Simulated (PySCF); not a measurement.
# SiH3Cl (chlorosilane): BCCD(T)/STO-3G

What is the energy change on altering one bond length of SiH3Cl (chlorosilane) at BCCD(T)/STO-3G? 

Program for the calculation: PySCF 2.14.0.

9 further runs of the same task are left out: 9 set aside as unsound or not needed.

**1. Starting point**

SiH3Cl: 5 atoms, total charge 0, spin state singlet. As SMILES, `[SiH3]Cl`. The coordinates come from a PBE0-D4/def2-TZVP relaxation.

Bond lengths: Si1–Cl2 2.054 Å, Si1–H3 1.481 Å, Si1–H4 1.481 Å, Si1–H5 1.481 Å. Angles: Cl2–Si1–H3 108.5°, Cl2–Si1–H4 108.5°, Cl2–Si1–H5 108.5°, H3–Si1–H4 110.4°, H3–Si1–H5 110.4°, H4–Si1–H5 110.4°.

**2. The energy at BCCD(T)/STO-3G**

input.py reads:

```python
# [SiH3]Cl
from pyscf import gto, cc
from pyscf.cc.bccd import bccd_kernel_

mol = gto.M(
    atom='''
Si    -0.211649     0.035149    -0.058393
Cl     3.473884    -0.970374     0.623421
H     -1.796941    -0.922753     2.039203
H     -1.010437    -1.106813    -2.484801
H     -0.360560     2.825896    -0.197854
''',
    charge=0,
    unit='bohr',
    max_memory=1860,
    verbose=3,
    basis='sto-3g',
)

hf = mol.RHF()
hf.conv_tol = 1e-10
hf.kernel()
if not hf.converged:
    hf = hf.newton().run(hf.mo_coeff, hf.mo_occ)

mycc = cc.CCSD(hf, frozen=10).run()
mycc = bccd_kernel_(mycc, diis=True)
e_t = mycc.ccsd_t()
energy = mycc.e_tot + e_t
print('E(%s) = %.9f' % ('BCCD(T)', energy))
```

Run with:

```
OMP_NUM_THREADS=1 python input.py
```

What it wrote:

```text
converged SCF energy = -741.972181287538
E(CCSD) = -742.0380694757342  E_corr = -0.06588818819644063
BCCD loop starts.

******** <class 'pyscf.cc.ccsd.CCSD'> ********
CC2 = 0
CCSD nocc = 7, nmo = 11
frozen orbitals 10
max_cycle = 50
direct = 0
conv_tol = 1e-07
conv_tol_normt = 1e-05
diis_space = 6
diis_start_cycle = 0
diis_start_energy_diff = 1e+09
Init E_corr(CCSD) = -0.065773053949767
cycle = 1  E_corr(CCSD) = -0.0666785979416912  dE = -0.000905543992  norm(t1,t2) = 0.016702
cycle = 2  E_corr(CCSD) = -0.0664612037948093  dE = 0.000217394147  norm(t1,t2) = 0.00281532
cycle = 3  E_corr(CCSD) = -0.0663986348568633  dE = 6.25689379e-05  norm(t1,t2) = 0.000998871
cycle = 4  E_corr(CCSD) = -0.0663773775155957  dE = 2.12573413e-05  norm(t1,t2) = 0.000202022
cycle = 5  E_corr(CCSD) = -0.0663745232183272  dE = 2.85429727e-06  norm(t1,t2) = 4.60128e-05
cycle = 6  E_corr(CCSD) = -0.0663743204295908  dE = 2.02788736e-07  norm(t1,t2) = 9.64335e-06
cycle = 7  E_corr(CCSD) = -0.0663743250489353  dE = -4.61934455e-09  norm(t1,t2) = 3.03295e-06
CCSD converged
E(CCSD) = -742.0380026938808  E_corr = -0.06637432504893533
BCC iter:    0  E:    -742.038002693881  dE:    6.678e-05  |t1|:    2.158e-03

******** <class 'pyscf.cc.ccsd.CCSD'> ********
CC2 = 0
CCSD nocc = 7, nmo = 11
frozen orbitals 10
max_cycle = 50
direct = 0
conv_tol = 1e-07
conv_tol_normt = 1e-05
diis_space = 6
diis_start_cycle = 0
diis_start_energy_diff = 1e+09
Init E_corr(CCSD) = -0.0663198733678724
cycle = 1  E_corr(CCSD) = -0.0662356416447098  dE = 8.42317232e-05  norm(t1,t2) = 0.00184446
cycle = 2  E_corr(CCSD) = -0.0662576115208257  dE = -2.19698761e-05  norm(t1,t2) = 0.000308431
cycle = 3  E_corr(CCSD) = -0.0662654644462022  dE = -7.85292538e-06  norm(t1,t2) = 9.48881e-05
cycle = 4  E_corr(CCSD) = -0.0662677856022147  dE = -2.32115601e-06  norm(t1,t2) = 1.89511e-05
cycle = 5  E_corr(CCSD) = -0.0662682686571044  dE = -4.8305489e-07  norm(t1,t2) = 5.2488e-06
cycle = 6  E_corr(CCSD) = -0.0662682826296973  dE = -1.39725929e-08  norm(t1,t2) = 9.03955e-07
CCSD converged
E(CCSD) = -742.0380096655932  E_corr = -0.06626828262969725
BCC iter:    1  E:    -742.038009665593  dE:   -6.972e-06  |t1|:    5.160e-05

******** <class 'pyscf.cc.ccsd.CCSD'> ********
CC2 = 0
CCSD nocc = 7, nmo = 11
frozen orbitals 10
max_cycle = 50
direct = 0
conv_tol = 1e-07
conv_tol_normt = 1e-05
diis_space = 6
diis_start_cycle = 0
diis_start_energy_diff = 1e+09
Init E_corr(CCSD) = -0.0662688385032417
cycle = 1  E_corr(CCSD) = -0.066269909569342  dE = -1.0710661e-06  norm(t1,t2) = 4.34865e-05
cycle = 2  E_corr(CCSD) = -0.0662697143711245  dE = 1.95198218e-07  norm(t1,t2) = 8.16564e-06
cycle = 3  E_corr(CCSD) = -0.0662695763744564  dE = 1.37996668e-07  norm(t1,t2) = 1.91953e-06
cycle = 4  E_corr(CCSD) = -0.0662695374694342  dE = 3.89050222e-08  norm(t1,t2) = 2.5232e-07
CCSD converged
E(CCSD) = -742.0380095753219  E_corr = -0.06626953746943419
BCC iter:    2  E:    -742.038009575322  dE:    9.027e-08  |t1|:    2.100e-06
CCSD(T) correction = -0.000632728635338874
E(BCCD(T)) = -742.038642304
```

Wall time 1.4 s (1 thread of Arm Neoverse V1, shared host); peak memory 0.12 GiB.

**3. The distorted shape**

job.py reads:

```python
from pyscf import gto, cc
from pyscf.cc.bccd import bccd_kernel_

system = gto.M(
    atom='''
Si     0.105437     0.226746    -0.477950
Cl     3.790970    -0.778777     0.203864
H     -1.796941    -0.922753     2.039203
H     -0.693350    -0.915215    -2.904358
H     -0.043473     3.017494    -0.617411
''',
    basis='sto-3g',
    unit='bohr',
    max_memory=1860,
    spin=0,
    verbose=4,
)

myscf = system.RHF()
myscf.conv_tol = 1e-10
myscf.kernel()
if not myscf.converged:
    myscf = myscf.newton().run(myscf.mo_coeff, myscf.mo_occ)

mycc = cc.CCSD(myscf, frozen=10).run()
mycc = bccd_kernel_(mycc, diis=True)
e_t = mycc.ccsd_t()
e_final = mycc.e_tot + e_t
print(f'total energy: {e_final:.8f} hartree')
```

Run with:

```
OMP_NUM_THREADS=1 python job.py
```

What it wrote:

```text
PySCF version 2.14.0

[INPUT] num. atoms = 5
[INPUT] num. electrons = 34
[INPUT] charge = 0
[INPUT] spin (= nelec alpha-beta = 2S) = 0
[INPUT] symmetry False subgroup None
[INPUT] Mole.unit = bohr
[INPUT] Symbol           X                Y                Z      unit          X                Y                Z       unit  Magmom
[INPUT]  1 Si     0.055794857588   0.119988815867  -0.252920247959 AA    0.105437000000   0.226746000000  -0.477950000000 Bohr   0.0
[INPUT]  2 Cl     2.006094931281  -0.412111040789   0.107880182927 AA    3.790970000000  -0.778777000000   0.203864000000 Bohr   0.0
[INPUT]  3 H     -0.950900226568  -0.488299858908   1.079099756040 AA   -1.796941000000  -0.922753000000   2.039203000000 Bohr   0.0
[INPUT]  4 H     -0.366905019191  -0.484310921092  -1.536920065953 AA   -0.693350000000  -0.915215000000  -2.904358000000 Bohr   0.0
[INPUT]  5 H     -0.023004920890   1.596789058888  -0.326719830971 AA   -0.043473000000   3.017494000000  -0.617411000000 Bohr   0.0

nuclear repulsion = 85.237699369055
number of shells = 13
number of NR pGTOs = 63
number of NR cGTOs = 21
basis = sto-3g
ecp = {}

******** <class 'pyscf.scf.hf.RHF'> ********
method = RHF
initial guess = minao
damping factor = 0
level_shift factor = 0
DIIS = <class 'pyscf.scf.diis.CDIIS'>
diis_start_cycle = 1
diis_space = 8
diis_damp = 0
SCF conv_tol = 1e-10
SCF conv_tol_grad = None
SCF max_cycles = 50
direct_scf = True
direct_scf_tol = 1e-13
Set gradient conv threshold to 1e-05
Initial guess from minao.
init E= -741.154961593556
  HOMO = -0.325655739430361  LUMO = 0.188360469852079  gap/eV = 13.98709
cycle= 1 E= -741.902581230245  delta_E= -0.748  |g|= 0.199  |ddm|=  2.2
  HOMO = -0.337648129113419  LUMO = 0.298385188934608  gap/eV = 17.30735
cycle= 2 E= -741.926551963069  delta_E= -0.024  |g|= 0.0391  |ddm|= 0.502
  HOMO = -0.355072117438879  LUMO = 0.320464165224137  gap/eV = 18.38228
cycle= 3 E= -741.927349505977  delta_E= -0.000798  |g|= 0.00952  |ddm|= 0.0785
  HOMO = -0.358877399837792  LUMO = 0.320816485040341  gap/eV = 18.49541
cycle= 4 E= -741.927422421822  delta_E= -7.29e-05  |g|= 0.00113  |ddm|= 0.0305
  HOMO = -0.358838790015093  LUMO = 0.320827100214064  gap/eV = 18.49465
cycle= 5 E= -741.927423497261  delta_E= -1.08e-06  |g|= 0.000119  |ddm|= 0.00395
  HOMO = -0.358843169293574  LUMO = 0.320847776412571  gap/eV = 18.49533
cycle= 6 E= -741.927423508664  delta_E= -1.14e-08  |g|= 1.41e-05  |ddm|= 0.000387
  HOMO = -0.358848427688841  LUMO = 0.320845658893348  gap/eV = 18.49542
cycle= 7 E= -741.927423508814  delta_E= -1.51e-10  |g|= 1.05e-06  |ddm|= 4.47e-05
  HOMO = -0.358848724952013  LUMO = 0.320845736117524  gap/eV = 18.49543
cycle= 8 E= -741.927423508814  delta_E= 4.55e-13  |g|= 2.67e-07  |ddm|= 3.6e-06
  HOMO = -0.358848706072862  LUMO = 0.320845725206796  gap/eV = 18.49543
Extra cycle  E= -741.927423508815  delta_E= -7.96e-13  |g|= 1.12e-07  |ddm|= 8.34e-07
converged SCF energy = -741.927423508815

******** <class 'pyscf.cc.ccsd.CCSD'> ********
CC2 = 0
CCSD nocc = 7, nmo = 11
frozen orbitals 10
max_cycle = 50
direct = 0
conv_tol = 1e-07
conv_tol_normt = 1e-05
diis_space = 6
diis_start_cycle = 0
diis_start_energy_diff = 1e+09
Init t2, MP2 energy = -741.979284727833  E_corr(MP2) -0.0518612190188245
Init E_corr(CCSD) = -0.0518612190188329
cycle = 1  E_corr(CCSD) = -0.0678788811786673  dE = -0.0160176622  norm(t1,t2) = 0.0471664
cycle = 2  E_corr(CCSD) = -0.0738243188890853  dE = -0.00594543771  norm(t1,t2) = 0.018367
cycle = 3  E_corr(CCSD) = -0.0774212434277482  dE = -0.00359692454  norm(t1,t2) = 0.00719124
cycle = 4  E_corr(CCSD) = -0.0774814503607034  dE = -6.0206933e-05  norm(t1,t2) = 0.000731329
cycle = 5  E_corr(CCSD) = -0.0774757618620728  dE = 5.68849863e-06  norm(t1,t2) = 0.000339217
cycle = 6  E_corr(CCSD) = -0.0774825225906787  dE = -6.76072861e-06  norm(t1,t2) = 6.88466e-05
cycle = 7  E_corr(CCSD) = -0.0774826387988524  dE = -1.16208174e-07  norm(t1,t2) = 1.7733e-05
cycle = 8  E_corr(CCSD) = -0.0774827127986861  dE = -7.39998337e-08  norm(t1,t2) = 4.83294e-06
CCSD converged
E(CCSD) = -742.0049062216132  E_corr = -0.07748271279868613
BCCD loop starts.

******** <class 'pyscf.cc.ccsd.CCSD'> ********
CC2 = 0
CCSD nocc = 7, nmo = 11
frozen orbitals 10
max_cycle = 50
direct = 0
conv_tol = 1e-07
conv_tol_normt = 1e-05
diis_space = 6
diis_start_cycle = 0
diis_start_energy_diff = 1e+09
Init E_corr(CCSD) = -0.0773408440770212
cycle = 1  E_corr(CCSD) = -0.0783540792960385  dE = -0.00101323522  norm(t1,t2) = 0.0180916
cycle = 2  E_corr(CCSD) = -0.078107169079503  dE = 0.000246910217  norm(t1,t2) = 0.00280192
cycle = 3  E_corr(CCSD) = -0.0780466635261714  dE = 6.05055533e-05  norm(t1,t2) = 0.000989488
cycle = 4  E_corr(CCSD) = -0.0780200933908516  dE = 2.65701353e-05  norm(t1,t2) = 0.000231684
cycle = 5  E_corr(CCSD) = -0.0780169610687404  dE = 3.13232211e-06  norm(t1,t2) = 5.31007e-05
cycle = 6  E_corr(CCSD) = -0.0780165872035002  dE = 3.7386524e-07  norm(t1,t2) = 1.38354e-05
cycle = 7  E_corr(CCSD) = -0.0780166168790671  dE = -2.96755669e-08  norm(t1,t2) = 4.63144e-06
CCSD converged
E(CCSD) = -742.0048205403915  E_corr = -0.07801661687906714
BCC iter:    0  E:    -742.004820540392  dE:    8.568e-05  |t1|:    2.605e-03

******** <class 'pyscf.cc.ccsd.CCSD'> ********
CC2 = 0
CCSD nocc = 7, nmo = 11
frozen orbitals 10
max_cycle = 50
direct = 0
conv_tol = 1e-07
conv_tol_normt = 1e-05
diis_space = 6
diis_start_cycle = 0
diis_start_energy_diff = 1e+09
Init E_corr(CCSD) = -0.0779497854122009
cycle = 1  E_corr(CCSD) = -0.0778473457445399  dE = 0.000102439668  norm(t1,t2) = 0.00228838
cycle = 2  E_corr(CCSD) = -0.0778744066982152  dE = -2.70609537e-05  norm(t1,t2) = 0.000348445
cycle = 3  E_corr(CCSD) = -0.0778834206204511  dE = -9.01392224e-06  norm(t1,t2) = 9.9514e-05
cycle = 4  E_corr(CCSD) = -0.0778864650251492  dE = -3.0444047e-06  norm(t1,t2) = 2.17006e-05
cycle = 5  E_corr(CCSD) = -0.0778871650002251  dE = -6.99975076e-07  norm(t1,t2) = 6.29633e-06
cycle = 6  E_corr(CCSD) = -0.0778872229584776  dE = -5.79582526e-08  norm(t1,t2) = 1.27027e-06
CCSD converged
E(CCSD) = -742.0048303706227  E_corr = -0.07788722295847762
BCC iter:    1  E:    -742.004830370623  dE:   -9.830e-06  |t1|:    1.060e-04

******** <class 'pyscf.cc.ccsd.CCSD'> ********
CC2 = 0
CCSD nocc = 7, nmo = 11
frozen orbitals 10
max_cycle = 50
direct = 0
conv_tol = 1e-07
conv_tol_normt = 1e-05
diis_space = 6
diis_start_cycle = 0
diis_start_energy_diff = 1e+09
Init E_corr(CCSD) = -0.0778880785807522
cycle = 1  E_corr(CCSD) = -0.0778899007401683  dE = -1.82215942e-06  norm(t1,t2) = 8.94395e-05
cycle = 2  E_corr(CCSD) = -0.077889647946117  dE = 2.52794051e-07  norm(t1,t2) = 1.64478e-05
cycle = 3  E_corr(CCSD) = -0.0778893935630349  dE = 2.54383082e-07  norm(t1,t2) = 4.27767e-06
cycle = 4  E_corr(CCSD) = -0.0778893362998247  dE = 5.72632103e-08  norm(t1,t2) = 6.23148e-07
CCSD converged
E(CCSD) = -742.0048302399767  E_corr = -0.07788933629982468
BCC iter:    2  E:    -742.004830239977  dE:    1.306e-07  |t1|:    4.457e-06
CCSD(T) correction = -0.000861191556111548
total energy: -742.00569143 hartree
```

Run time: 1.1 s. Hardware: 1 thread of Arm Neoverse V1, shared host; peak memory 0.12 GiB.

**4. What came out**

At BCCD(T)/STO-3G, 10 core orbitals frozen:

| quantity | value |
| --- | --- |
| first shape: total energy | -742.03864 Eh |
| first shape: correlation energy (10 core orbitals frozen) | -66.5 mEh |
| first shape: (T) correction | -0.63 mEh |
| distorted shape: total energy | -742.00569 Eh |
| distorted shape: correlation energy (10 core orbitals frozen) | -78.3 mEh |
| distorted shape: (T) correction | -0.86 mEh |
| energy change with the Si1–H3 bond stretched from 1.481 to 1.777 Å | 0.897 eV |

What this shows: With the Si1–H3 bond stretched from 1.481 to 1.777 Å the energy rises by 0.90 eV (20.7 kcal/mol). The first shape isn't relaxed at this level, so the change isn't measured from a minimum. The minimal basis adds a large error of its own. The triples (first shape) make up 1.0 % of the correlation energy. The triples (distorted shape) make up 1.1 % of the correlation energy.
